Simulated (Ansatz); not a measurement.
# C2H3NO (SMILES C1=NCO1): single points off equilibrium

The atoms stand at a structure displaced at random from a GFN2-xTB minimum. How far do the functionals agree with CCSD(T) there?

Computed with Ansatz 0.2.0, Gaussian basis. Level: single points in def2-TZVPP.

Cores are frozen in the correlated methods.

**1. Where the work starts**

SMILES `C1=NCO1`, 7 atoms, charge 0, spin multiplicity 1.

Atoms are counted from 1 here; the program's logs count them from 0.

Bond lengths: C1–N2 1.244 Å, C1–O4 1.361 Å, C1–H5 1.085 Å, N2–C3 1.403 Å, C3–O4 1.446 Å, C3–H6 1.078 Å, C3–H7 1.147 Å. Angles: N2–C1–O4 101.1°, N2–C1–H5 135.3°, O4–C1–H5 123.5°, C1–N2–C3 87.5°, N2–C3–O4 89.9°, N2–C3–H6 122.0°, N2–C3–H7 117.9°, O4–C3–H6 112.1°, O4–C3–H7 111.0°, H6–C3–H7 103.4°, C1–O4–C3 81.5°.

Geometry (Å):

```
C    -0.7486    0.4482   -0.6049
N     0.1374    1.0061    0.0666
C     0.5777   -0.2741    0.4340
O    -0.4899   -0.8621   -0.3443
H    -1.5711    0.7846   -1.2279
H     1.5450   -0.6510    0.1439
H     0.4950   -0.5744    1.5383
```

**2. CCSD(T)/def2-TZVPP**

run/in.yaml

```yaml
crystal:
  periodic: [false, false, false]
  atoms:
    - {symbol: C, position_ang: [-0.748600, 0.448200, -0.604900]}
    - {symbol: N, position_ang: [0.137400, 1.006100, 0.066600]}
    - {symbol: C, position_ang: [0.577700, -0.274100, 0.434000]}
    - {symbol: O, position_ang: [-0.489900, -0.862100, -0.344300]}
    - {symbol: H, position_ang: [-1.571100, 0.784600, -1.227900]}
    - {symbol: H, position_ang: [1.545000, -0.651000, 0.143900]}
    - {symbol: H, position_ang: [0.495000, -0.574400, 1.538300]}
basis:
  gaussian: {orbitals: def2-TZVPP}
correlation: {method: ccsd_t}
output: {forces: true}
```

No record of the launch command was kept for these runs.

**3. PBE0-D4/def2-TZVPP**

Changes to run/in.yaml since step 2:

```diff
@@ -12,3 +12,3 @@
   gaussian: {orbitals: def2-TZVPP}
-correlation: {method: ccsd_t}
-output: {forces: true}
+hamiltonian: {xc: pbe0, dispersion: d4}
+output: {forces: true, orbitals: {seedname: orbitals}}
```

**4. wB97M-V/def2-TZVPP**

Changes to run/in.yaml since step 3:

```diff
@@ -12,3 +12,3 @@
   gaussian: {orbitals: def2-TZVPP}
-hamiltonian: {xc: pbe0, dispersion: d4}
-output: {forces: true, orbitals: {seedname: orbitals}}
+hamiltonian: {xc: {name: wB97M-V}}
+output: {forces: true}
```

**5. r2SCAN-D4/def2-TZVPP**

Changes to run/in.yaml since step 4:

```diff
@@ -12,3 +12,3 @@
   gaussian: {orbitals: def2-TZVPP}
-hamiltonian: {xc: {name: wB97M-V}}
+hamiltonian: {xc: r2scan, dispersion: d4}
 output: {forces: true}
```

**6. PBE-D4/def2-TZVPP**

Changes to run/in.yaml since step 5:

```diff
@@ -12,3 +12,3 @@
   gaussian: {orbitals: def2-TZVPP}
-hamiltonian: {xc: r2scan, dispersion: d4}
+hamiltonian: {xc: pbe, dispersion: d4}
 output: {forces: true}
```

**7. BHLYP-D4/def2-TZVPP**

Changes to run/in.yaml since step 6:

```diff
@@ -12,3 +12,3 @@
   gaussian: {orbitals: def2-TZVPP}
-hamiltonian: {xc: pbe, dispersion: d4}
+hamiltonian: {xc: {name: BHLYP}, dispersion: d4}
 output: {forces: true}
```

**8. revPBE-D4/def2-TZVPP**

Changes to run/in.yaml since step 7:

```diff
@@ -12,3 +12,3 @@
   gaussian: {orbitals: def2-TZVPP}
-hamiltonian: {xc: {name: BHLYP}, dispersion: d4}
+hamiltonian: {xc: {name: revPBE}, dispersion: d4}
 output: {forces: true}
```

(Steps that only read results are left out.)

What does the calculation give? Wanted: energy less free atoms, CCSD(T)/def2-TZVPP; RMS force component; RMS force error; HOMO and LUMO, PBE0-D4; T1 diagnostic.

The runs gave:

| quantity | value |
| --- | --- |
| energy less free atoms, CCSD(T)/def2-TZVPP | -2741.2 kJ/mol |
| RMS force component | 1.175 to 1.653 eV/Å over the methods |
| RMS force error | PBE0-D4 0.377, wB97M-V 0.284, r2SCAN-D4 0.217, PBE-D4 0.239, BHLYP-D4 0.619, revPBE-D4 0.265 eV/Å |
| HOMO and LUMO, PBE0-D4 | -8.14 and 0.04 eV |
| T1 diagnostic | 0.015 |

**Reading.** Against CCSD(T) the functionals' energies less atoms differ by -242.0 to +46.6 kJ/mol, PBE-D4 by -242.0 kJ/mol. A larger basis would deepen the CCSD(T) value, while the functionals are nearly converged already, so the order here is not reliable. For forces r2SCAN-D4 does best and BHLYP-D4 worst. Frozen-core CCSD(T) forces in triple zeta carry basis errors of their own, and this is one geometry, so small gaps rank nothing.
